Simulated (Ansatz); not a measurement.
Isomers of C2H5NO, relaxed with PBE0-D4/def2-TZVP in Ansatz; electronic energies, one conformer each and not always the lowest. Functionals use def2-TZVPP; CBS adds triple-zeta CCSD(T) − MP2 to the MP2 limit of def2-TZVPP and def2-QZVPP.

Q: Order them by energy at frozen-core CCSD(T)/CBS, lowest first. (An estimate is asked.)
A. `CNC=O`
B. `NC1CO1`
C. `CC(N)=O`
D. `C1NCO1`

A: C (0.0 kcal/mol), A (10.9 kcal/mol), B (41.7 kcal/mol), D (51.5 kcal/mol).

Q: How do B3LYP-D4, MP2/CBS(def2), PBE0-D4, B3LYP place them (kcal/mol, against `CC(N)=O`)? (Best estimate.)

A: Computed: 
| isomer | B3LYP-D4 | MP2/CBS(def2) | PBE0-D4 | B3LYP |
| --- | --- | --- | --- | --- |
| `C1NCO1` | 55.2 | 53.4 | 51.7 | 55.3 |
| `CNC=O` | 10.1 | 11.2 | 10.8 | 10.1 |
| `NC1CO1` | 44.9 | 41.6 | 41.6 | 44.8 |

B3LYP here is the variant with VWN-RPA as its local correlation; programs differ in this.
